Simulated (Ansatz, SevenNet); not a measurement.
Elastic constant C12 (GPa) of 34 elemental metals, computed with the machine-learned potential SevenNet-l3i5 (trained on PBE and PBE+U data) and with PBE in Ansatz (PAW). The set holds measured phases with no doubt noted on the run or the magnetic state but for the caveats below. 5 more of the class have both values but aren't in it, for one of these reasons: built or high-temperature cells, doubts on the run or the magnetic state, unlike cells, values of zero, layered or molecular crystals. Solids without a value at one level (not run, failed, or a magnetic order lost), or held back for tests, aren't counted.

Every twentieth of the way through the set, in order of the shift (worked out from unrounded values):

| solid | SevenNet-l3i5 | PBE | shift (%) |
|---|---|---|---|
| hcp Be | 125 | 21.2 | -83 |
| hcp Zn | 73.8 | 39.0 | -47 |
| body-centred tetragonal In | 38.7 | 24.1 | -38 |
| double-hcp La | 23.0 | 15.3 | -33 |
| hcp Ru | 263 | 181 | -31 |
| hcp Ti | 111 | 82.7 | -25 |
| fcc Rh | 229 | 179 | -22 |
| hcp Mg | 29.3 | 24.2 | -17.5 |
| hcp Tc | 265 | 219 | -17.4 |
| fcc Ni | 183 | 157 | -14.3 |
| fcc Cu | 141 | 123 | -13.2 |
| hcp Lu | 32.5 | 28.9 | -11.1 |
| hcp Zr | 71.4 | 65.0 | -9.0 |
| fcc Pb | 37.3 | 35.7 | -4.4 |
| fcc Ag | 84.2 | 81.0 | -3.8 |
| fcc Au | 131 | 131 | -0.3 |
| fcc Pd | 147 | 152 | +3.4 |
| hcp Sc | 33.6 | 37.7 | +12.2 |
| fcc Sr | 7.96 | 9.82 | +23 |
| white tin (β-Sn) | 33.2 | 55.7 | +68 |
| hcp Co | 64.4 | 169 | +163 |

The shift from SevenNet-l3i5 to PBE has a median of -12.7 %, and eight in ten lie between -37 % and +21 %; PBE is the larger in 8 of 34. Each level is at its own cell, so the shift holds the change of volume too.

Ansatz's runs of these crystals have no spin polarisation, but for bcc Fe, hcp Co, fcc Ni.

Density-functional runs with spin start from parallel moments for bcc Fe, parallel moments for hcp Co, parallel moments for fcc Ni.

Spin–orbit coupling is left out, also for the solids with elements from indium on (body-centred tetragonal In, fcc Pt, hcp Os, bcc Ba, white tin (β-Sn), double-hcp La, hcp Tl, fcc Ir, hcp Re, hcp Hf and 3 more); its size isn't shown.

Each level is taken at its own relaxed cell. Ansatz's density-functional and Hartree–Fock values are scalar-relativistic unless marked +SOC, with PAW data made under PBE.

Ansatz is a first-principles code.
